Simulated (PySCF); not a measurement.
# Basis-set dependence of population analyses: cyclopentane

Cyclopentane, C5H10.
Geometry (PBE0-D3(BJ)/def2-SVP, Å), atoms numbered from 1 in this order:
```xyz
15
C5H10 angstrom
C      0.4436    0.8482    0.8479
C      1.2725   -0.1730    0.0656
C      0.2426   -1.1505   -0.5431
C     -1.1359   -0.4739   -0.3726
C     -0.8280    0.9744    0.0143
H      0.1927    0.4512    1.8471
H      0.9674    1.8043    1.0010
H      2.0260   -0.6790    0.6877
H      1.8229    0.3436   -0.7377
H      0.2658   -2.1276   -0.0371
H      0.4670   -1.3483   -1.6023
H     -1.6953   -0.9582    0.4445
H     -1.7642   -0.5518   -1.2725
H     -0.6198    1.5747   -0.8887
H     -1.6572    1.4660    0.5460
```

PBE0 throughout (PySCF), one geometry, spherical d and f functions. Geometry: PBE0-D3(BJ)/def2-SVP, one conformer, isolated molecule. Atoms taken as equivalent share a column and are averaged.

Mulliken charges (e):

```csv
basis,functions,C1 (×5),H6 (×10)
STO-3G,35,-0.144,+0.072
6-31G,65,-0.323,+0.162
pcSseg-0,65,-0.487,+0.244
6-31G*,90,-0.333,+0.167
def2-SVP,120,-0.072,+0.036
cc-pVDZ,120,-0.064,+0.032
pcSseg-1,135,-0.237,+0.119
"6-311+G(2d,p)",195,-0.249,+0.125
aug-cc-pVDZ,205,+0.542,-0.271
def2-TZVP,215,-0.200,+0.100
IGLO-III,275,-0.228,+0.114
cc-pVTZ,290,-0.171,+0.086
pcSseg-2,320,-0.076,+0.038
```

IAO charges (e):

```csv
basis,functions,C1 (×5),H6 (×10)
STO-3G,35,-0.258,+0.129
6-31G,65,-0.270,+0.135
pcSseg-0,65,-0.276,+0.138
6-31G*,90,-0.257,+0.128
def2-SVP,120,-0.252,+0.126
cc-pVDZ,120,-0.258,+0.129
pcSseg-1,135,-0.259,+0.129
"6-311+G(2d,p)",195,-0.265,+0.132
aug-cc-pVDZ,205,-0.264,+0.132
def2-TZVP,215,-0.265,+0.132
IGLO-III,275,-0.265,+0.133
cc-pVTZ,290,-0.265,+0.133
pcSseg-2,320,-0.265,+0.132
```

Hirshfeld charges (e):

| basis | functions | C1 (×5) | H6 (×10) |
| --- | --- | --- | --- |
| STO-3G | 35 | -0.019 | +0.010 |
| 6-31G | 65 | -0.059 | +0.029 |
| pcSseg-0 | 65 | -0.058 | +0.029 |
| 6-31G* | 90 | -0.060 | +0.030 |
| def2-SVP | 120 | -0.066 | +0.033 |
| cc-pVDZ | 120 | -0.065 | +0.032 |
| pcSseg-1 | 135 | -0.069 | +0.035 |
| 6-311+G(2d,p) | 195 | -0.074 | +0.037 |
| aug-cc-pVDZ | 205 | -0.078 | +0.039 |
| def2-TZVP | 215 | -0.074 | +0.037 |
| IGLO-III | 275 | -0.077 | +0.039 |
| cc-pVTZ | 290 | -0.073 | +0.037 |
| pcSseg-2 | 320 | -0.077 | +0.039 |

Some averages cover members that differ in this geometry, most widely: H6 (×10), Mulliken in aug-cc-pVDZ -0.309 to -0.228; C1 (×5), Mulliken in aug-cc-pVDZ +0.514 to +0.566; C1 (×5), Mulliken in 6-311+G(2d,p) -0.263 to -0.234; C1 (×5), Mulliken in def2-TZVP -0.211 to -0.186 e.

Which scheme is steadiest as the basis changes?

Largest range over the bases for any column: IAO 0.02 e, Hirshfeld 0.06 e, Mulliken 1.03 e. IAO charges move least and Mulliken charges most, counted in e. Without the minimal STO-3G basis the ranges are IAO 0.02, Hirshfeld 0.02, Mulliken 1.03 e.

How much do the charges still move between the two largest bases, cc-pVTZ and pcSseg-2?

At most, over all atoms: Mulliken 0.108 e, IAO 0.001 e, Hirshfeld 0.004 e.

What do the same runs give for the total energy and the frontier levels?

| basis | energy (Eh) | HOMO (eV) | LUMO (eV) |
| --- | --- | --- | --- |
| STO-3G | -194.0183 | -7.63 | 9.49 |
| 6-31G | -196.2658 | -8.55 | 2.62 |
| pcSseg-0 | -195.8739 | -8.78 | 2.05 |
| 6-31G* | -196.3105 | -8.56 | 2.62 |
| def2-SVP | -196.1746 | -8.65 | 1.67 |
| cc-pVDZ | -196.3227 | -8.60 | 1.74 |
| pcSseg-1 | -196.2849 | -8.72 | 1.34 |
| 6-311+G(2d,p) | -196.3660 | -8.67 | 0.42 |
| aug-cc-pVDZ | -196.3333 | -8.64 | -0.04 |
| def2-TZVP | -196.3798 | -8.66 | 1.11 |
| IGLO-III | -196.3872 | -8.66 | 0.78 |
| cc-pVTZ | -196.3776 | -8.65 | 1.14 |
| pcSseg-2 | -196.3822 | -8.66 | 0.59 |
